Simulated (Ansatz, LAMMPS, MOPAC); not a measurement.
## TO(Γ) frequency of 3C-SiC: levels of theory against measurement

Reference value: 796 cm⁻¹ (measured, temperature not stated, not corrected to a static lattice; as tabulated in Wang et al. (1996), arXiv:mtrl-th/9510002).

```csv
level (code),value (cm⁻¹),cell (Å³/atom),difference (%)
Tersoff SiC_Erhart-Albe.tersoff (LAMMPS),974,10.36,+22
PM7 semi-empirical Hartree-Fock (MOPAC),799,11.25,+0.4
PBE (Ansatz),775,10.50,-2.6
r²SCAN (Ansatz),798,10.33,+0.3
PBE0 (Ansatz),812,10.27,+2.0
```

Once the reference is moved by up to 3.0 % (a margin picked here for doubts on the reference and the settings, and for temperature and zero-point motion) and values within 0.7 % count as equal, the nearest can be r²SCAN (+0.3 %), PM7 semi-empirical Hartree-Fock (MOPAC) (+0.4 %), PBE0 (+2.0 %) or PBE (-2.6 %). Farthest off among them: Tersoff SiC_Erhart-Albe.tersoff (+22 %). Within 10 %: PM7 semi-empirical Hartree-Fock (MOPAC), PBE, r²SCAN, PBE0.

The measured value isn't corrected to a static lattice, so vibrations enter the comparison.  PM7 semi-empirical Hartree-Fock (MOPAC): the method was fitted mainly to molecules. PM7 semi-empirical Hartree-Fock (MOPAC): the run uses a supercell at the zone centre in place of a k mesh. Each level is taken at its own relaxed cell. Cutoffs and k meshes differ between the levels. Ansatz's density-functional and Hartree–Fock values are scalar-relativistic unless marked +SOC, with PAW data made under PBE.

Empirical potentials (Tersoff SiC_Erhart-Albe.tersoff) are fitted to chosen data: where that held the value shown, agreement is built in, and what lay outside the fit can be far off.

Differences are worked out from the printed values.

Ansatz is a program for electronic structure.
